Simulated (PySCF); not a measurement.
Partial charges of carbon dioxide

Compound: carbon dioxide, CO2.
Structure used (GFN2-xTB), in Å, numbered top down from 1:
```
atom  x, y, z in Å
O1    -1.1012    0.3644   -0.0061
C2     0.0038    0.0698   -0.0042
O3     1.1089   -0.2248   -0.0023
```

Density: PBE0/pcSseg-1 (PySCF); schemes: Mulliken, IAO, Hirshfeld and ESP-fitted. Isolated species at its GFN2-xTB geometry, gas phase.

Give the atomic charges in each scheme.

In e; atoms taken as equivalent share a row and are averaged (×n: the atom named and its like, n in all):

```
 atom                               environment  Mulliken     IAO  Hirshfeld  ESP-fitted
O1/O3                        oxygen bonded to C    -0.328  -0.352     -0.168      -0.394
   C2  central carbon of cumulated double bonds    +0.656  +0.704     +0.335      +0.788
```

Mean size of the charges over all atoms: ESP-fitted 0.525 e, IAO 0.469 e, Mulliken 0.437 e, Hirshfeld 0.223 e. Each set sums to the total charge, 0, to within 0.001 e. The ESP scheme fits charges at the nuclei, held to the total charge, to the electrostatic potential on points at 1.4 to 2.0 times the van der Waals radii.

Lowest charge. All schemes agree: Mulliken O1/O3 (-0.328); IAO O1/O3 (-0.352); Hirshfeld O1/O3 (-0.168); ESP-fitted O1/O3 (-0.394).

Highest charge. All schemes agree: Mulliken C2 (+0.656); IAO C2 (+0.704); Hirshfeld C2 (+0.335); ESP-fitted C2 (+0.788).

How many electrons does the Hirshfeld scheme count on O1?

Its own charge is -0.168 e, so Z − q = 8.168.

Sum the charges by element, for elements with more than one atom.

```
element  atoms  Mulliken     IAO  Hirshfeld  ESP-fitted
      O      2    -0.656  -0.704     -0.335      -0.788
```
